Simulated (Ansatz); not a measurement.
**H2MgOS: small, medium and large basis sets**

Aim: see how fast density functionals converge with the basis set for H2MgOS.

Method: one geometry, several basis sets; program: Ansatz 0.2.0, Gaussian basis.

Plan: PBE0-D4/def2-SVP; ωB97M-V/def2-SVP; PBE0-D4/def2-QZVPP; ωB97M-V/def2-QZVPP; the functionals' def2-TZVPP values are taken from earlier runs.

### 1 Structure used throughout

The geometry comes from an earlier relaxation with PBE0-D4 in a triple-zeta def2 set; it is a stationary point.

SMILES `[OH][Mg][SH]`, 5 atoms, charge 0, spin multiplicity 1.

Atoms are counted from 1 here; the program's logs count them from 0.

Bond lengths: O1–Mg2 1.757 Å, O1–H4 0.947 Å, Mg2–S3 2.284 Å, S3–H5 1.345 Å. Angles: Mg2–O1–H4 164.9°, O1–Mg2–S3 178.2°, Mg2–S3–H5 92.7°.

Coordinates:

```mol
H2MgOS
  3D, bonds by distance, orders not assigned

  5  4  0  0  0  0  0  0  0  0999 V2000
   -1.2170   -1.2888    0.4069 O   0  0
   -0.2013    0.0316   -0.1506 Mg  0  0
    1.0774    1.7937   -0.8408 S   0  0
   -1.6674   -2.1155    0.5099 H   0  0
    2.0582    1.5053    0.0332 H   0  0
  1  2  8  0
  2  3  8  0
  1  4  8  0
  3  5  8  0
M  END
```

### 2 PBE0-D4 in def2-SVP

in.yaml reads:

```yaml
crystal:
  periodic: [false, false, false]
  atoms:
    - {symbol: O, position_ang: [-1.217047, -1.288849, 0.406924]}
    - {symbol: Mg, position_ang: [-0.201283, 0.031558, -0.150630]}
    - {symbol: S, position_ang: [1.077446, 1.793727, -0.840828]}
    - {symbol: H, position_ang: [-1.667382, -2.115482, 0.509926]}
    - {symbol: H, position_ang: [2.058165, 1.505346, 0.033209]}
basis:
  gaussian: {orbitals: def2-SVP}
hamiltonian: {xc: pbe0, dispersion: d4}
output: {orbitals: {seedname: orbitals}}
```

The runs that follow: ωB97M-V in def2-SVP; PBE0-D4 in def2-QZVPP; ωB97M-V in def2-QZVPP.

Before running them: what should the planned runs give, taken together? Wanted: PBE0-D4: double and triple zeta above quadruple; ωB97M-V: double and triple zeta above quadruple.

As calculated:

| quantity | value |
| --- | --- |
| PBE0-D4: double and triple zeta above quadruple | 9.05, 0.74 eV |
| ωB97M-V: double and triple zeta above quadruple | 9.00, 0.70 eV |

PBE0-D4 gains 8.31 eV from double to triple zeta, then 0.74 eV more. These are total energies; as a rule much of such shifts cancels in differences, which this series doesn't test.
